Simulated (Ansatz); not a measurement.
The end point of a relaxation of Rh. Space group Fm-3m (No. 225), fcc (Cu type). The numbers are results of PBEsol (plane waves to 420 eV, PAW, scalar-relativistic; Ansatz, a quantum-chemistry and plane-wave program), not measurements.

```xyz
1
Lattice="0.0000 1.8900 1.8900 1.8900 0.0000 1.8900 1.8900 1.8900 0.0000" Properties=species:S:1:pos:R:3 pbc="T T T"
Rh     0.0000     0.0000     0.0000
```

For Rh, the volume per atom is 13.50 Å³. The density is 12.65 g/cm³. The band gap comes out as no gap (metallic) and the shortest distances is Rh–Rh 2.67 Å. The k-mesh is 21×21×21.

No spin polarisation in the result.

Measured for Rh: a 3.794 Å (static lattice; corrected from measurement; as listed in Daniel Mejia-Rodriguez, S. B. Trickey, Phys. Rev. B (2018)). Computed minus measured — a: PBEsol -0.4 %. The computed values are for a static lattice.

The run could not lose the symmetry of its start.
